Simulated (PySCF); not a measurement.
input.py for MgP

The script input.py:

```python
from pyscf import gto, scf, cc

mol = gto.M(
    atom='Mg 0 0 0; P 0 0 2.42',
    basis='pcseg-1',
    charge=0,
    spin=3,
    symmetry=True,
    verbose=3,
)
mf = scf.UHF(mol)
mf.kernel()
mycc = cc.CCSD(mf, frozen=6)
mycc.kernel()
e = mycc.eaccsd(nroots=6)[0]
print('roots (eV) =', (e*27.211386).round(3))
mf.dip_moment()
print('orbital energies (hartree):', [e[max(0, n-3):n+3].round(4) for e, n in zip(mf.mo_energy, mol.nelec)])
```

```bash
$ python input.py
```

It prints:

```
converged SCF energy = -540.260725981071  <S^2> = 3.7697404  2S+1 = 4.009858
E(UCCSD) = -540.3638414936968  E_corr = -0.1031155126257453
roots (eV) = [-0.377 -0.326 -0.326  2.943  2.943  3.545]
Dipole moment(X, Y, Z, Debye):  0.00000,  0.00000, -3.55140
orbital energies (hartree): [array([-0.3584, -0.3584, -0.2575,  0.1246,  0.1246,  0.1346]), array([-2.3162, -0.5945, -0.3009,  0.0138,  0.042 ,  0.042 ])]
```

In short: E(SCF) = -540.260726 Eh, E(CCSD) − E(SCF) = -0.10312 Eh, ⟨S²⟩ = 3.770, μz(SCF) = -3.55 D, attachment roots -0.377, -0.326, -0.326, 2.943, 2.943, 3.545 eV.

Wall time 2.4 s on one thread of a shared host.

The bond length is a typed value, not an optimised one. Positive EA roots mean that the added electron is unbound. No search for the lowest solution was made.
